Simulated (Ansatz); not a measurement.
Reaction (SMILES): S (H2S) → [SH] (SH) + H atom
B3LYP-D3(BJ)/def2-TZVP geometries, fixed; electronic energies without zero-point terms.

Basis-set convergence of the bond dissociation energy at B2PLYP with Ansatz (an electronic-structure program). Cartesian d functions, on some or all atoms, in 6-31G*, 6-311G**; all else is spherical. Cores are frozen. Open shells are unrestricted. No added dispersion term, no relativity. Functions are those of the species that has most. Reference: the value in aug-cc-pV(5+d)Z, 94.42 kcal/mol, itself unsure by roughly 0.11 kcal/mol (its mean distance from pcseg-4, aug-pcseg-3, aug-cc-pV(Q+d)Z). Deviations are taken from unrounded values.

```tsv
basis	functions	bond dissociation energy (kcal/mol)	minus reference (kcal/mol)
3-21G	17	79.10	-15.32
6-31G*	23	87.72	-6.70
6-311G**	39	91.54	-2.88
def2-SVPD	43	92.06	-2.36
def2-TZVP	49	92.63	-1.79
aug-cc-pV(D+d)Z	50	92.07	-2.35
6-311++G(2d,2p)	55	92.68	-1.74
6-311++G(3df,3pd)	83	93.92	-0.50
def2-TZVPPD	85	93.84	-0.57
aug-pcseg-2	96	93.71	-0.71
cc-pV(Q+d)Z	124	94.18	-0.24
def2-QZVPP	130	94.16	-0.25
cc-pV(5+d)Z	210	94.36	-0.06
```

The smallest set listed that lies within 1 kcal/mol of the reference with all its larger relatives (same family, alike in diffuse functions; a set with none counts only in the reference's own line) is def2-TZVPPD (85 functions, -0.57 kcal/mol off). Inside, with no larger relative to test it: 6-311++G(3df,3pd), def2-QZVPP. (Relatives not listed, tested too: def2-QZVPPD -0.21, aug-pcseg-3 -0.18 kcal/mol.)
